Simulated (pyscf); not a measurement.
PySCF, gas phase, ωB97X-D3(BJ)/def2-SVP geometries.

Problem. For the elementary gas-phase step HO–SiH₂–O–Ti(Cl)(Cl)–Cl (SMILES O[SiH2][O][Ti]([Cl])([Cl])[Cl]) + H₂ (SMILES [H][H]) → HO–Ti(Cl)(Cl)–Cl (SMILES [OH][Ti]([Cl])([Cl])[Cl]) + HO–SiH₃ (SMILES O[SiH3]) (singlet surface; O–Si, H–H broken, H–O, H–Si formed), what barrier and reaction energy does ωB97M-D3(BJ)/def2-TZVP give, measured from the separated reactants?

Solution. ΔE‡ = 234.1 kJ/mol, ΔE = +116.3 kJ/mol. Zero-point energy shifts the barrier by +10.9 kJ/mol. It is a four-centre exchange, with an imaginary mode of 845i cm⁻¹. This is the saddle that the search found; another between the same sides may lie lower.
